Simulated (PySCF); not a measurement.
# C3H3FN2 (4-fluoro-1h-pyrazole): the cost of one run

Programs: PySCF 2.14.0, with density-fitted response routines of our own. Each step states its level of theory. These are calculated values for one molecule in the gas phase, unless marked as measured. Atoms are numbered from 0 throughout.

## Step 1: Starting geometry

9 atoms, charge 0, multiplicity 1; geometry from: MMFF94s.

Bonds of the start (Å): F0–C1 1.33, C1–C2 1.40, C2–N3 1.34, N3–N4 1.35, N4–C5 1.37, C5–C1 1.37, C2–H6 1.08, N4–H7 1.02, C5–H8 1.08.

## Step 2: Optimising the geometry at PBE0-D3(BJ)/def2-SVP

Job settings and geometry (Å):

```
{"job": {"xc": "PBE0", "basis": "def2-SVP", "d3": "d3bj", "grid": 1, "kind": "geom"}, "charge": 0, "multiplicity": 1}
F      2.208152     0.373270     0.531773
C      0.941807     0.099062     0.213240
C      0.418134    -1.137525    -0.171883
N     -0.894944    -1.056146    -0.419666
N     -1.182161     0.241223    -0.185186
C     -0.101379     0.981659     0.200921
H      0.925372    -2.085907    -0.283035
H     -2.141337     0.549318    -0.310089
H     -0.173644     2.035046     0.423925
```

The run is started by

```
> OMP_NUM_THREADS=1 python probes_run.py task.json out
```

The driver reads the jobs from task.json and runs them one after another.

**Question.** How long does this first job take on 1 thread of Arm Neoverse V2, shared host, and how much memory does it need?

About 24 s, with a peak of 0.39 GiB.
